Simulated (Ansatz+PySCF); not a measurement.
The numbers below are computed, except where a source is named.
# Several solutions for singlet CH₄O

```xyz
6

C     0.0000   -0.0296   -0.6489
O     0.0000   -0.0656    0.7479
H     0.0000   -1.0687   -1.0110
H    -0.8949    0.4658   -1.0751
H     0.8949    0.4658   -1.0751
H     0.0000    0.8400    1.0713
```

Basis set: def2-SVP (spherical functions). Charge 0, multiplicity 1.

CASSCF(2,2) was run from several starts with Ansatz (development build ahead of 0.2.0) and PySCF 2.14.0. The starts are those of the Hartree–Fock orbitals from which the active space was taken at the frontier.

| run | program | start | converged | energy (hartree) | <S²> |
| --- | --- | --- | --- | --- | --- |
| A | Ansatz | atomic start, no search | yes | -114.97462 | 0.00 |
| B | PySCF | program defaults | yes | -114.95950 | 0.00 |
| C | Ansatz | search for the lowest state | yes | -114.97462 | 0.00 |
| D | Ansatz | stability test followed | yes | -114.97462 | 0.00 |

Q: Which runs reached the lowest solution of this kind, and what is wrong with the others?

A: A, C, D reached the lowest solution found. Converged but too high: B by 0.41 eV. Convergence only shows a stationary point; in CASSCF the end hangs on which orbitals enter the active space. Caution: other starts end on other solutions of this active space.
